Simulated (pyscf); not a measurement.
PySCF, gas phase, ωB97X-D3(BJ)/def2-SVP geometries.

Q: For the elementary gas-phase step H₂N–SiH(Cl)–Cl + amino radical (NH₂•) -> H₂N–Si•(Cl)–Cl + ammonia (NH₃) (doublet surface; H–Si broken, H–N formed), what barrier and reaction energy does ωB97M-D3(BJ)/def2-TZVP give, measured from the separated reactants?

A: ΔE‡ = 0.19 eV, ΔE = -0.73 eV. Zero-point energy shifts the barrier by +0.02 eV. It is a hydrogen abstraction, with an imaginary mode of 1008i cm⁻¹. This is the saddle that the search found; another between the same sides may lie lower. The angle at the transferred H is 150°.
